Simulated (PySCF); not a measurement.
Species: C3H7P.
SMILES: `CC/C=P\[H]`

Computed, not measured: EOM-IP-CCSD/aug-cc-pVDZ in PySCF, restricted Hartree–Fock reference, frozen core, non-relativistic, gas phase, PBE0-D3(BJ)/def2-SVP geometry.

Hartree–Fock orbital energies give these Koopmans values (eV): HOMO 9.32, HOMO-1 10.56, HOMO-2 13.14, HOMO-3 13.92, HOMO-4 14.03, HOMO-5 15.00, HOMO-6 16.21, HOMO-7 17.01.

Question: What vertical ionisation energies does EOM-IP-CCSD give?

Answer: 
```csv
leading hole (HF orbital),Koopmans (eV),EOM-IP-CCSD (eV),change (eV),one-hole share
HOMO,9.32,9.52,+0.20,0.96
HOMO-1,10.56,9.97,-0.59,0.95
HOMO-2,13.14,12.13,-1.01,0.95
HOMO-3,13.92,12.85,-1.07,0.95
HOMO-4,14.03,13.01,-1.02,0.95
HOMO-5,15.00,13.65,-1.35,0.94
HOMO-6,16.21,14.92,-1.29,0.94
HOMO-7,17.01,15.58,-1.43,0.93
```

Question: Does the order of the lines follow the orbital energies?

Answer: Yes, no two lines change places. The corrections run from -1.43 to +0.20 eV, with a mean of -0.95 eV over the 8 lines; EOM-IP-CCSD lies above the Koopmans value for HOMO. Koopmans values leave out both the relaxation of the orbitals and the change in correlation energy.

Question: At what kinetic energies would He I light (21.22 eV) eject these electrons?

Answer: 11.70 eV (HOMO), 11.25 eV (HOMO-1), 9.09 eV (HOMO-2), 8.37 eV (HOMO-3), 8.21 eV (HOMO-4), 7.57 eV (HOMO-5), 6.30 eV (HOMO-6), 5.64 eV (HOMO-7).

Question: What total energy has the lowest final state, and which wavelength reaches it?

Answer: E(CCSD) + ionisation energy = -459.01985 + 0.34993 = -458.66992 Eh, at the geometry of the initial state. The threshold wavelength is 1239.84 eV nm/9.52 eV = 130.2 nm.

One root was sought for each valence orbital with −ε under 21 eV, eight at most, so deeper holes and satellites are missing; no vibrational structure.

The run took 4.3 min wall on one thread of an Arm Neoverse V1, shared host, and the process peaked at 2.9 GiB of memory.

Conformer computed: `[H]/[P:4]=[CH:3]\[CH2:2][CH3:1]`: C1–C2–C3–P4 119°.

One conformer stands for the species.
